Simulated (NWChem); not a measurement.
Species: carbon tetrachloride (CCl4); SMILES C(Cl)(Cl)(Cl)Cl

```xyz
5

Cl     1.3614    -1.1284    -0.0689
C      0.0000    -0.0001    -0.0001
Cl     0.6099     1.6612     0.0019
Cl    -1.0407    -0.2445    -1.4102
Cl    -0.9307    -0.2883     1.4772
```
Atoms are numbered in this order, from 1.

Program: NWChem. Geometry optimised at PBE0/def2-SVP; all other runs use it. 

```
quantity                                                                    level  value
-------------------------------------------------------  ------------------------  -----
isotropic polarisability (bohr³), static                      CAM-B3LYP/def2-SVPD    [?]
cavity-dispersion-structure term (kcal/mol) in n-hexane        PBE0/def2-SVP, SMD   -3.5
vertical ionisation energy, ΔSCF (eV)                          CAM-B3LYP/def2-SVP  11.37
vertical, lowest state with f > 0.02, singlet (eV)       CAM-B3LYP/def2-SVPD, TDA    [?]
dipole (D)                                                          PBE0/def2-SVP    [?]
highest harmonic frequency (cm⁻¹)                                   PBE0/def2-SVP    799
```

Task: Fill in the missing entries.

Result: 
- isotropic polarisability (bohr³), static, value: 68.3
- vertical, lowest state with f > 0.02, singlet (eV), value: 7.18
- dipole (D), value: 0.00
